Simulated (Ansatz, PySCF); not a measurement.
Molecule: CH2Cl, charge -1, multiplicity 1. It need not be the lowest isomer of its formula. Whether it binds its extra electron was not tested at this geometry. 
Geometry from a B3LYP-D3(BJ)/def2-TZVP (Ansatz, a quantum-chemistry and plane-wave program) optimisation:
```
C
H 1 1.1089
H 1 1.1089 2 102.31
Cl 1 1.9808 2 97.53 3 -99.45
```
Charge -1, spin multiplicity 1.

Total electronic energies in hartree. Valence correlation only, unless marked. No spin-orbit coupling. Non-relativistic. CBS(X,Y): correlation extrapolated as X^-3; Hartree-Fock from the larger set.

```
level                                        program  energy (Eh)
------------------------------------  --------------  -----------
HF/def2-TZVPP                                 Ansatz   -498.48311
TPSSh-D3(BJ)/def2-TZVPD                PySCF + dftd3   -499.51352
B2PLYP-D3(BJ)/def2-TZVPD              Ansatz + dftd3   -499.32196
RI-MP2/def2-QZVPPD                            Ansatz   -498.91256
SCS-MP2/def2-SVPD                             Ansatz   -498.59354
SCS-MP2/def2-TZVPP                            Ansatz   -498.85782
CCSD/def2-QZVPPD                              Ansatz   -498.93746
CCSD(T)/cc-pwCVTZ                             Ansatz   -498.91649
CCSD(T)/CBS(def2-TZVPPD,def2-QZVPPD)          Ansatz    -498.9800
```

Totals of different functionals don't rank their quality; only differences between species are comparable.
